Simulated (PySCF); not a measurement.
Constitutional and geometric isomers with formula C2H3N. Isolated molecules, 0 K electronic values unless said otherwise. Strings in code marks are SMILES.

These are PBE-D3(BJ)/def2-TZVP // PBE0-D3(BJ)/def2-TZVP (PySCF 2.14.0) values and carry that method's errors. 

```csv
species,LUMO (eV),dipole moment (D)
`C=C=N`,-1.20,1.43
`CC#N`,-0.19,3.94
`C#CN`,-0.03,1.93
`[C-]#[N+]C`,-0.39,3.97
```
